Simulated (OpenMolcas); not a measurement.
# BH2 (boron dihydride): a chain of runs

Wanted: the energy (UHF/6-31G**), then a single-point energy (CASSCF(3,3)/6-31G**), then the energy (CASPT2(3,3)/6-31G**), then the energy (SC-NEVPT2(3,3)/6-31G**), then a single-point energy (MRCI(3,3)/6-31G**) of BH2 (boron dihydride). 

Program for the calculation: OpenMolcas 26.06.

## 1. The molecule

The species is BH2 (3 atoms), meant as a doublet with charge 0. SMILES: `[BH2]`. The B1–H3 distance was set to 2.029 Å, away from the relaxed value. At this shape a bond of the SMILES string is far longer than usual.

Bond lengths: B1–H2 1.159 Å.

## 2. The energy at UHF/6-31G(d,p) (spherical functions) (run 1)

The input, struct.xyz:

```xyz
3

B      0.867129     0.323427     0.517352
H      0.884309     1.474977     0.649692
H     -0.542860    -0.819090    -0.389630
```

The input, step1.input:

```
>>> EXPORT MOLCAS_PRINT=2

&GATEWAY
  BasLib = $CurrDir
  Coord = struct.xyz
  Basis = 6-31Gss
  Group = NoSym

&SEWARD

&SCF
  UHF
  Spin = 2
  Scramble = 0.25
  PrOrbitals = 1 1
```

The basis set 6-31G** is read from a file made from the Basis Set Exchange's data (not shown).

Command:

```bash
$ export MOLCAS_MEM=1860
$ pymolcas step1.input > step1.log
```

The program printed (excerpt; [...] marks lines left out):

```text
--- Start Module: gateway ---
[...]
--- Stop Module: gateway /rc=_RC_ALL_IS_WELL_ ---
--- Start Module: seward ---
[...]
      Basis functions           24
--- Stop Module: seward /rc=_RC_ALL_IS_WELL_ ---
--- Start Module: scf ---
[...]
       Convergence after  24 Iterations
[...]
::    Total SCF energy                                -25.6479362103
[...]
      Total spin, S                                     0.6249314954
[...]
      Total electronic charge=    7.000000
      Total            charge=   -0.000000
[...]
      Dipole Moment (debye):
      Origin of the operator (angstrom)=    0.7594    0.3241    0.4574
                   X=  4.9999E-01               Y=  1.2055E+00               Z=  4.0694E-01           Total=  1.3670E+00
      Quadrupole Moment (debye*angstrom):
[...]
--- Stop Module: scf /rc=_RC_ALL_IS_WELL_ ---
[...]
```

Wall time 1.4 s (1 thread of AMD EPYC 9R45 (Zen 5), shared host); peak memory 0.37 GiB.

## 3. A single-point energy at CASSCF(3,3)/6-31G(d,p) (spherical functions) (run 2)

struct.xyz is that of step 2.

The input, step2.inp:

```
>>> EXPORT MOLCAS_PRINT=2

&GATEWAY
 BASLIB = $CurrDir
 COORD = struct.xyz
 BASIS = 6-31Gss
 GROUP = NoSym

&SEWARD

&RASSCF
 FILEORB = $CurrDir/step1.UnaOrb
 SPIN = 2
 NACTEL = 3 0 0
 INACTIVE = 2
 RAS2 = 3
 ORBLISTING = Nothing
 ORBAPPEAR = Compact
```

The basis set 6-31G** is read from a file made from the Basis Set Exchange's data (not shown).

Command:

```bash
$ export MOLCAS_MEM=1860
$ pymolcas step2.inp > step2.log
```

The program printed (excerpt; [...] marks lines left out):

```text
--- Start Module: gateway ---
[...]
--- Stop Module: gateway /rc=_RC_ALL_IS_WELL_ ---
--- Start Module: seward ---
[...]
      Basis functions           24
--- Stop Module: seward /rc=_RC_ALL_IS_WELL_ ---
--- Start Module: rasscf ---
[...]
      Number of active orbitals                  3
[...]
      Spin quantum number                      0.5
[...]
      Active orbitals                            3
[...]
      Number of CSFs                             8
[...]
      Number of root(s) required                 1
[...]
      Convergence after 15 iterations
[...]
      printout of CI-coefficients larger than  0.05 for root  1
      energy=     -25.675838
      conf/sym  111     Coeff  Weight
             1  2u0   0.96343 0.92820
             5  02u   0.10586 0.01121
             7  u02  -0.09479 0.00899
             8  0u2   0.21902 0.04797
      Natural orbitals and occupation numbers for root  1
      sym 1:   1.869812   1.002115   0.128074
      ************************************************************************************************************************
      *                                                    Final results                                                     *
[...]
::    RASSCF root number  1 Total energy:    -25.67583789
[...]
      Total electronic charge=    7.000000
      Total            charge=   -0.000000
[...]
      Dipole Moment (debye):
      Origin of the operator (angstrom)=    0.7594    0.3241    0.4574
                   X=  4.8057E-01               Y=  8.7089E-01               Z=  3.6031E-01           Total=  1.0579E+00
      Quadrupole Moment (debye*angstrom):
[...]
--- Stop Module: rasscf /rc=_RC_ALL_IS_WELL_ ---
[...]
```

Wall time 1.4 s (1 thread of AMD EPYC 9R45 (Zen 5), shared host); peak memory 0.37 GiB.

## 4. The energy at CASPT2(3,3)/6-31G(d,p) (spherical functions) (run 3)

struct.xyz is that of step 3.

The input, step3.input:

```
* BH2 CASPT2

&GATEWAY
  BASLIB=$CurrDir
  COORD=struct.xyz
  BASIS=6-31Gss
  GROUP=NoSym

&SEWARD

&RASSCF
  FILEORB=$CurrDir/step2.RasOrb
  SPIN=2
  NACTEL=3 0 0
  INACTIVE=2
  RAS2=3
  ORBLISTING=Nothing
  ORBAPPEAR=Compact

&CASPT2
  IMAGINARY=0.1
  FROZEN=1
```

The basis set 6-31G** is read from a file made from the Basis Set Exchange's data (not shown).

Command:

```bash
$ export MOLCAS_MEM=1860
$ pymolcas step3.input > step3.log
```

The program printed (excerpt; [...] marks lines left out):

```text
--- Start Module: gateway ---
[...]
--- Stop Module: gateway /rc=_RC_ALL_IS_WELL_ ---
[...]
      Basis functions           24
[...]
--- Start Module: rasscf ---
[...]
      Number of active orbitals                  3
[...]
      Spin quantum number                      0.5
[...]
      Active orbitals                            3
[...]
      Number of CSFs                             8
[...]
      Number of root(s) required                 1
[...]
      Convergence after  4 iterations
[...]
      printout of CI-coefficients larger than  0.05 for root  1
      energy=     -25.675838
      conf/sym  111     Coeff  Weight
             1  2u0   0.96343 0.92820
             5  02u   0.10586 0.01121
             7  u02  -0.09479 0.00899
             8  0u2   0.21902 0.04797
      Natural orbitals and occupation numbers for root  1
      sym 1:   1.869810   1.002115   0.128076
      ************************************************************************************************************************
      *                                                    Final results                                                     *
[...]
::    RASSCF root number  1 Total energy:    -25.67583789
[...]
      Total electronic charge=    7.000000
      Total            charge=   -0.000000
[...]
      Dipole Moment (debye):
      Origin of the operator (angstrom)=    0.7594    0.3241    0.4574
                   X=  4.8051E-01               Y=  8.7090E-01               Z=  3.6037E-01           Total=  1.0579E+00
      Quadrupole Moment (debye*angstrom):
[...]
--- Stop Module: rasscf /rc=_RC_ALL_IS_WELL_ ---
--- Start Module: caspt2 ---
[...]
 ###    WARNING: User changed nr of frozen orbitals.                         ###
 ###############################################################################
[...]
      E2 (Variational):          -0.0481020873
      Total energy:             -25.7239399815
[...]
      Reference weight:           0.98069
[...]
::    CASPT2 Root  1     Total energy:    -25.72393998
[...]
--- Stop Module: caspt2 /rc=_RC_ALL_IS_WELL_ ---
[...]
```

It took 1.4 s on 1 thread of AMD EPYC 9R45 (Zen 5), shared host; peak memory 0.37 GiB.

## 5. A single-point energy at SC-NEVPT2(3,3)/6-31G(d,p) (spherical functions) (run 4)

struct.xyz is that of step 4.

The input, step4.input:

```
>>> EXPORT MOLCAS_PRINT=2

&gateway
  baslib=$CurrDir
  coord=struct.xyz
  basis=6-31Gss
  group=NoSym

&seward

&rasscf
  fileorb=$CurrDir/step2.RasOrb
  spin=2
  nactel=3 0 0
  inactive=2
  ras2=3
  orblisting=Nothing
  orbappear=Compact

&caspt2
  sc-nevpt2
  frozen=1
```

The basis set 6-31G** is read from a file made from the Basis Set Exchange's data (not shown).

Command:

```bash
$ export MOLCAS_MEM=1860
$ pymolcas step4.input > step4.log
```

The program printed (excerpt; [...] marks lines left out):

```text
--- Start Module: gateway ---
[...]
--- Stop Module: gateway /rc=_RC_ALL_IS_WELL_ ---
[...]
      Basis functions           24
[...]
--- Start Module: rasscf ---
[...]
      Number of active orbitals                  3
[...]
      Spin quantum number                      0.5
[...]
      Active orbitals                            3
[...]
      Number of CSFs                             8
[...]
      Number of root(s) required                 1
[...]
      Convergence after  4 iterations
[...]
      printout of CI-coefficients larger than  0.05 for root  1
      energy=     -25.675838
      conf/sym  111     Coeff  Weight
             1  2u0   0.96343 0.92820
             5  02u   0.10586 0.01121
             7  u02  -0.09479 0.00899
             8  0u2   0.21902 0.04797
      Natural orbitals and occupation numbers for root  1
      sym 1:   1.869810   1.002115   0.128076
      ************************************************************************************************************************
      *                                                    Final results                                                     *
[...]
::    RASSCF root number  1 Total energy:    -25.67583789
[...]
      Total electronic charge=    7.000000
      Total            charge=   -0.000000
[...]
      Dipole Moment (debye):
      Origin of the operator (angstrom)=    0.7594    0.3241    0.4574
                   X=  4.8051E-01               Y=  8.7090E-01               Z=  3.6037E-01           Total=  1.0579E+00
      Quadrupole Moment (debye*angstrom):
[...]
--- Stop Module: rasscf /rc=_RC_ALL_IS_WELL_ ---
--- Start Module: caspt2 ---
[...]
 ###    WARNING: User changed nr of frozen orbitals.                         ###
 ###############################################################################
[...]
      E2 (Variational):          -0.0462316383
[...]
      E2 (Variational):          -0.0461311653
      Total energy:             -25.7219690594
[...]
      Reference weight:           0.98226
[...]
::    SC-NEVPT2 Root  1     Total energy:    -25.72196906
[...]
--- Stop Module: caspt2 /rc=_RC_ALL_IS_WELL_ ---
[...]
```

Wall time 1.2 s (1 thread of AMD EPYC 9R45 (Zen 5), shared host); peak memory 0.37 GiB.

## 6. The energy at MRCI(3,3)/6-31G(d,p) (spherical functions) (run 5)

struct.xyz is that of step 5.

The input, step5.inp:

```
* BH2 MRCI

&GATEWAY
  BasLib=$CurrDir
  Coord=struct.xyz
  Basis=6-31Gss
  Group=NoSym

&SEWARD

&RASSCF
  FileOrb=$CurrDir/step2.RasOrb
  Spin=2
  Nactel=3 0 0
  Inactive=2
  Ras2=3
  OrbListing=Nothing
  OrbAppear=Compact

&MOTRA
  LumOrb
  Frozen=1

&GUGA
  Electrons=5
  Spin=2
  Inactive=1
  Active=3
  CIAll=1

&MRCI
  SDCI
```

The basis set 6-31G** is read from a file made from the Basis Set Exchange's data (not shown).

Command:

```bash
$ export MOLCAS_MEM=1860
$ pymolcas step5.inp > step5.log
```

The program printed (excerpt; [...] marks lines left out):

```text
--- Start Module: gateway ---
[...]
--- Stop Module: gateway /rc=_RC_ALL_IS_WELL_ ---
[...]
      Basis functions           24
[...]
      Number of active orbitals                  3
[...]
      Spin quantum number                      0.5
[...]
      Active orbitals                            3
[...]
      Number of CSFs                             8
[...]
      Number of root(s) required                 1
[...]
      Convergence after  4 iterations
[...]
      printout of CI-coefficients larger than  0.05 for root  1
      energy=     -25.675838
      conf/sym  111     Coeff  Weight
             1  2u0   0.96343 0.92820
             5  02u   0.10586 0.01121
             7  u02  -0.09479 0.00899
             8  0u2   0.21902 0.04797
      Natural orbitals and occupation numbers for root  1
      sym 1:   1.869810   1.002115   0.128076
      ************************************************************************************************************************
      *                                                    Final results                                                     *
[...]
::    RASSCF root number  1 Total energy:    -25.67583789
[...]
      Dipole Moment (debye):
      Origin of the operator (angstrom)=    0.7594    0.3241    0.4574
                   X=  4.8051E-01               Y=  8.7090E-01               Z=  3.6037E-01           Total=  1.0579E+00
      Quadrupole Moment (debye*angstrom):
[...]
      *** WARNING: Default frozen orbitals is overwritten by user input.
      *** Default values:   1
[...]
--- Start Module: guga ---
[...]
--- Stop Module: guga /rc=_RC_ALL_IS_WELL_ ---
--- Start Module: mrci ---
[...]
       (But an ACPF correction will be computed)
       USE THE DEFAULT ACPF G-VALUE GFAC=  0.40000000000000002
[...]
                      CI ENERGY:   -25.73758312
[...]
                ACPF CORRECTION:    -0.00145396
[...]
      Total electronic charge=    7.000000
      Total            charge=    0.000000
[...]
     ACPF CORRECTION:     -0.00145396
[...]
  CI State   1     Total energy:    -25.73758312     QDav:     -0.00246192     QACPF:     -0.00145396
[...]
--- Stop Module: mrci /rc=_RC_ALL_IS_WELL_ ---
[...]
```

Run time: 1.3 s. Hardware: 1 thread of AMD EPYC 9R45 (Zen 5), shared host; peak memory 0.37 GiB.

## 7. What came out

```
                                                     quantity         value
                             run 1, UHF/6-31G**: total energy  -25.64794 Eh
                            run 1, UHF/6-31G**: dipole moment        1.37 D
       run 1, UHF/6-31G**: HOMO energy (highest over α and β)      -9.92 eV
        run 1, UHF/6-31G**: LUMO energy (lowest over α and β)       1.93 eV
                                     run 1, UHF/6-31G**: ⟨S²⟩         1.015
                     run 2, CASSCF(3,3)/6-31G**: total energy  -25.67584 Eh
   run 2, CASSCF(3,3)/6-31G**: dipole moment (CASSCF density)        1.06 D
                     run 3, CASPT2(3,3)/6-31G**: total energy  -25.72394 Eh
   run 3, CASPT2(3,3)/6-31G**: dipole moment (CASSCF density)        1.06 D
                  run 4, SC-NEVPT2(3,3)/6-31G**: total energy  -25.72197 Eh
run 4, SC-NEVPT2(3,3)/6-31G**: dipole moment (CASSCF density)        1.06 D
                       run 5, MRCI(3,3)/6-31G**: total energy  -25.73758 Eh
     run 5, MRCI(3,3)/6-31G**: dipole moment (CASSCF density)        1.06 D
```

**Reading.** ⟨S²⟩ (run 1, UHF/6-31G**) is 1.02 where a pure doublet has 0.75: the reference is spin-contaminated. Mulliken charges (run 1, UHF/6-31G**) run from -0.09 on H3 to +0.17 on B1; they depend strongly on the basis. Mulliken charges (run 3, CASPT2(3,3)/6-31G**) of the CASSCF density run from -0.09 on H3 to +0.14 on B1. Mulliken charges (run 4, SC-NEVPT2(3,3)/6-31G**) of the CASSCF density run from -0.09 on H3 to +0.14 on B1; they depend strongly on the basis.
